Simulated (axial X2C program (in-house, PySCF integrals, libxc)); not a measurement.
**Nuclear properties of AlN⁺**

Calculated with an in-house all-electron X2C program for linear molecules (integrals from PySCF): two-component X2C with atomic mean-field Coulomb and Gaunt terms, Gaussian nuclei, basis Al dyall-v3z, N dyall-av3z with contracted cores.

R = 2.071 Å (near the PBE0 minimum at charge 1 of the determinant lowest at the starting distance; the state shown can have its own minimum elsewhere).

Input and command:
```json
{"zs": [13, 7], "q": 1, "bas": ["dyall-v3z", "dyall-av3z"], "r0": 1.73, "levels": ["PBE0", "HF", "TPSSh", "PBE", "r2SCAN"], "nst": 3}
```
```bash
python soeom.py task.json out
```

Keys: zs atomic numbers; q charge; bas basis sets; r0 starting distance in Å; levels methods; nst determinants followed.

Determinant lowest in the PBE0 search, Ω = 3/2 (⟨Sz⟩ = 1.50, ⟨Lz⟩ = 0.00 at PBE0), spin on the atoms Al 0.19, N 1.31:

| level | Eeff magnitude (GV/cm) | Ws magnitude Al (kHz) | A∥/gI Al (MHz) | qzz Al (a.u.) | A∥/gI N (MHz) | qzz N (a.u.) |
| --- | --- | --- | --- | --- | --- | --- |
| PBE0 | 0.143 | 0.037 | 145 | -0.56 | -33.7 | -0.22 |
| HF | 0.142 | 0.0382 | 5.96 | -0.44 | 13.5 | 0.04 |
| TPSSh | 0.144 | 0.0372 | 178 | -0.60 | -25.8 | -0.28 |
| PBE | 0.133 | 0.0345 | 187 | -0.58 | -38 | -0.35 |
| r2SCAN | 0.157 | 0.0407 | 167 | -0.61 | 0.654 | -0.26 |

Determinant 1.97 eV from it at PBE0 and this distance, Ω = 1/2 (⟨Sz⟩ = 0.50, ⟨Lz⟩ = 0.00 at PBE0), spin on the atoms Al 0.23, N 0.27:

| level | Eeff magnitude (GV/cm) | Ws magnitude Al (kHz) | A∥/gI Al (MHz) | qzz Al (a.u.) | A∥/gI N (MHz) | qzz N (a.u.) |
| --- | --- | --- | --- | --- | --- | --- |
| PBE0 | 0.163 | 0.126 | 720 | -0.63 | 89.9 | -0.55 |
| HF | 0.195 | 0.151 | 267 | -0.60 | 97.3 | -0.23 |
| TPSSh | 0.161 | 0.124 | 811 | -0.65 | 86 | -0.68 |
| PBE | 0.15 | 0.115 | 831 | -0.62 | 98.5 | -0.69 |
| r2SCAN | 0.177 | 0.136 | 906 | -0.66 | 101 | -0.77 |

Eeff is the effective electric field on the electron electric dipole moment in this Ω state and Ws the scalar–pseudoscalar constant of the nucleus named (defined with the proton number Z and per Ω); A∥ (defined per Ω) follows by multiplying with gI = μI/(I μN); qzz is the electric field gradient, eQq0 = 234.96 MHz × Q/barn × qzz. The operators were transformed with the bare-nucleus X2C matrices; with these basis sets, hyperfine constants and field gradients can be off by tens of per cent, and where levels differ in sign neither size nor sign is settled.

**Question.** With Q(27Al) = 0.1466 barn (Q from Pyykkö, Mol. Phys. 2018), turn the PBE0 values of the first state into constants in MHz.

**Answer.** eQq0(27Al) = 234.96 × (0.1466) × (-0.56) = -19.3 MHz.

Each state is one determinant with collinear spin, which with several unpaired electrons need not be a pure state. Unrestricted Hartree–Fock can overshoot spin polarisation at the nuclei. This is the top spin component of a Σ state; components of lower Ω are not single determinants and can lie lower. With several open shells hyperfine constants can be off by a factor of several. The search compared states at one distance, so a state with another bond length can lie lower. Further determinants of the search, some of them spin-mixed, are not shown. Where a field gradient or hyperfine factor spreads by more than a factor of two over the levels, a constant derived from it is not to be relied on. PBE0 term energies can be off by some tenths of an eV.
